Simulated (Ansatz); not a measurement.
## GeN: from a trial structure to a relaxed crystal

The calculation used Ansatz 0.2.0, DFT PBE, scalar-relativistic, plane waves, PAW. Cutoff 420 eV, Γ-centred k mesh, Gaussian smearing, no spin polarisation in the final step.

GeN was placed on the sites of a reported CaSi cell (Cmcm, No. 63), with Ge in place of Ca, N in place of Si, at a guessed volume.

```
Ge N
1.0
     1.93129   -4.54211    0.00000
     1.93129    4.54211    0.00000
     0.00000    0.00000    3.29034
Ge N
2 2
Cartesian
  1.9313 -1.2718 0.8226
  1.9313 1.2718 2.4678
  1.9313 -3.9062 0.8226
  1.9313 3.9062 2.4678
```

Steps on the 6×6×6 mesh (4 atoms). 11 of 16 steps are shown, and the free energy counts from the last. Trial steps that were taken back and renewals of the plane-wave basis can be among the rows.

```csv
step,ΔF (meV/atom),V (Å³/atom),P (GPa),largest force component (eV/Å)
1,1131.9,14.43,-8.45,0.059
2,1070.6,12.98,-0.66,0.982
4,913.7,11.67,6.53,2.974
5,598.3,11.31,3.84,3.194
6,328.9,11.09,2.86,1.836
8,16.5,11.92,-1.50,0.356
9,97.8,10.82,20.78,2.143
11,3.2,11.59,0.25,0.059
13,0.6,11.57,0.43,0.030
15,0.3,11.65,0.02,0.003
16,0.0,11.65,0.05,0.003
```

A final relaxation ran on a 16×16×16 mesh. The relaxed crystal, Cmcm (No. 63):

```
Ge N
1.0
     1.52253   -5.13093    0.00000
     1.52253    5.13093    0.00000
     0.00000    0.00000    2.99611
Ge N
2 2
Direct
  0.63721 0.36279 0.25000
  0.36279 0.63721 0.75000
  0.83610 0.16390 0.25000
  0.16390 0.83610 0.75000
```

```json
{
 "Volume per atom": "11.70 Å³",
 "Density": "6.15 g/cm³",
 "Energy over the elements": "0.61 eV/atom",
 "Gap on the 16×16×16 mesh": "0 eV (a metal)"
}
```

Energies over the elements count from the elements' standard structures at the same level (N₂ as a molecule), with no empirical corrections.

The final run used a 16×16×16 mesh on its 4-atom cell and 0.10 eV smearing. For metals, differences of a few meV/atom aren't resolved.

A structure relaxed within its symmetry needn't be a true minimum.

Cost: 3 runs of about 5.1 core-minutes in all, on Arm Neoverse V1 (shared hosts).